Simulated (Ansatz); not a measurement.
Results of PBE (Ansatz, a first-principles code, PAW) for rhombohedral A7 Sb.

Run with plane-wave cutoff 520 eV, 18×18×18 k mesh, Fermi–Dirac smearing 0.075 eV (set by the program), scalar-relativistic PAW data made under PBE.

Computed at the level's own relaxed cell.

### Question
What does this level give for the elastic constant C66, elastic constant C44, Poisson ratio, elastic constant C33, elastic constant C12, elastic constant C11 and elastic constant C13?

### Answer

* **elastic constant C66**: 29.3 GPa
* **elastic constant C44**: 26.5 GPa
* **Poisson ratio**: 0.232
* **elastic constant C33**: 33.2 GPa
* **elastic constant C12**: 25.3 GPa
* **elastic constant C11**: 83.8 GPa
* **elastic constant C13**: 19.6 GPa

Note: the cell comes from a level without a dispersion term, which matters for the spacing of layers, chains or molecules.

Elastic constants are with the ions relaxed.

Spin–orbit coupling is not included.
